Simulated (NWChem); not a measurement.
Total energies of hydrogen chloride (HCl)

SMILES: Cl
```xyz
2

Cl     0.0000     0.0000     0.0716
H      0.0000     0.0000    -1.2180
```
Charge 0, spin multiplicity 1.

The numbers come from NWChem runs, not from measurements. The geometry was optimised at B3LYP/def2-SVP, a minimum by its harmonic frequencies.

Basis set: 6-31G* (20 functions).

| method | total energy (Ha) |
|---|---|
| RHF | -460.05797 |
| MP2 | -460.18888 |
| B2PLYP | -460.62210 |
| PBE | -460.58277 |
| B3LYP | -460.79227 |
| r2SCAN | -460.74349 |
| CCSD(T) | -460.20840 |

Total energies of different functionals aren't comparable as a measure of quality: only differences taken within one method are. 

The correlated methods keep 5 core orbitals frozen. B3LYP has NWChem's definition, with VWN1-RPA local correlation. The Pople sets run with spherical d functions. No row is a measurement; the coupled-cluster row has its own basis-set and correlation limits.
